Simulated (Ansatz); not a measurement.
# USVWN5/aug-cc-pVTZ run of OF (SMILES [O]F)

Aim: the vertical doublet–quartet gap of OF at USVWN5/aug-cc-pVTZ, from 2 runs. 

The results are computed with Ansatz 0.2.0.

38 further runs of the same task are left out: 38 set aside as unsound or not needed.

## Step 1: The structure to begin with

OF: 2 atoms, total charge 0, spin state doublet. As SMILES, `[O]F`. The shape is that of a PBE0-D4/def2-TZVP optimisation.

Bond lengths: O1–F2 1.330 Å.

## Step 2: A single-point energy at USVWN5/aug-cc-pVTZ

Input file run.yaml:

```yaml
crystal:
  periodic: [false, false, false]
  atoms:
    - {symbol: O, position_ang: [0.000000, 0.000000, -0.015950]}
    - {symbol: F, position_ang: [-0.000000, -0.000000, 1.314400]}
basis:
  gaussian:
    orbitals: aug-cc-pVTZ
magnetization:
  spin_polarized: true
  initial_magnetization: 1
hamiltonian:
  xc: {name: SVWN5}
accuracy: high
output:
  orbitals: {seedname: orbitals}
```

Command:

```console
$ ansatz run run.yaml --threads 1 --pin off --max-ram 3480MiB --events-out events.jsonl --progress --plain --runs-dir runs
```

The log of the run:

```text
Warning: RAYON_NUM_THREADS=1 ignored (pool sized by the plan → 1); use --threads N
Functional definition: SVWN5
  name "SVWN5"
  exchange = slater_x
  correlation = vwn5_c
1299 factors; integrals over basis functions are off by at most 3.4e-9 eV
mean field evaluation 1: about -4727.6532 eV, gradient 2.0e1 eV
mean field evaluation 2: about -4721.4362 eV, gradient 4.8e1 eV
mean field evaluation 4: about -4728.7575 eV, gradient 7.0e0 eV
mean field evaluation 8: about -4728.8600 eV, gradient 3.2e0 eV
mean field evaluation 16: about -4728.8910 eV, gradient 4.7e-4 eV
mean field evaluation 32: about -4728.8910 eV, gradient 2.0e-7 eV
mean field -4728.89101587 eV, -173.7835394759 hartree, gradient 4.7e-8 eV, S^2 0.751817; 2 other end points of the search recorded, 0 dependent functions left out
reference -4728.89101918 eV, -173.7835395975 hartree; 9, 8 occupied and 83, 84 virtual orbitals, 1299 factors
Total energy: -4728.89101918 eV, -173.7835395975 hartree
```

It took 2.5 s on 1 thread of Arm Neoverse V1, shared host; peak memory 0.16 GiB.

## Step 3: The quartet

Input file input.yaml:

```yaml
crystal:
  periodic: [false, false, false]
  atoms:
    - {symbol: O, position_ang: [0.000000, 0.000000, -0.015950]}
    - {symbol: F, position_ang: [-0.000000, -0.000000, 1.314400]}
basis:
  gaussian:
    orbitals: aug-cc-pVTZ
magnetization:
  spin_polarized: true
  initial_magnetization: 3
hamiltonian:
  xc: {name: SVWN5}
accuracy: high
output: {orbitals: {seedname: orbitals}}
```

Command:

```console
$ ansatz run input.yaml --threads 1 --pin off --max-ram 3480MiB --events-out events.jsonl --progress --plain --runs-dir runs
```

The log of the run:

```text
Warning: RAYON_NUM_THREADS=1 ignored (pool sized by the plan → 1); use --threads N
[... 4 set-up lines as earlier in the session ...]
1299 factors; integrals over basis functions are off by at most 3.4e-9 eV
mean field evaluation 1: about -4723.7423 eV, gradient 1.7e1 eV
mean field evaluation 2: about -4717.9712 eV, gradient 4.3e1 eV
mean field evaluation 4: about -4724.7494 eV, gradient 4.3e0 eV
mean field evaluation 8: about -4724.8086 eV, gradient 8.6e-2 eV
mean field evaluation 16: about -4724.8086 eV, gradient 5.7e-7 eV
mean field -4724.80859428 eV, -173.6335132496 hartree, gradient 2.2e-8 eV, S^2 3.755742; 0 other end points of the search recorded, 0 dependent functions left out
reference -4724.80859690 eV, -173.6335133457 hartree; 10, 7 occupied and 82, 85 virtual orbitals, 1299 factors
Total energy: -4724.80859690 eV, -173.6335133457 hartree
```

Wall time 1.9 s (1 thread of Arm Neoverse V1, shared host); peak memory 0.16 GiB.

## Step 4: Results

Level: USVWN5/aug-cc-pVTZ.

| quantity | value |
| --- | --- |
| doublet: total energy | -173.78354 Eh |
| doublet: HOMO energy (highest over α and β) | -7.08 eV |
| doublet: LUMO energy (lowest over α and β) | -7.04 eV |
| doublet: ⟨S²⟩ | 0.752 |
| quartet: total energy | -173.63351 Eh |
| quartet: HOMO energy (highest over α and β) | -2.95 eV |
| quartet: ⟨S²⟩ | 3.756 |
| vertical energy of the quartet above the doublet | 4.082 eV |

In words: At this shape the quartet lies 4.08 eV (394 kJ/mol) above the doublet.
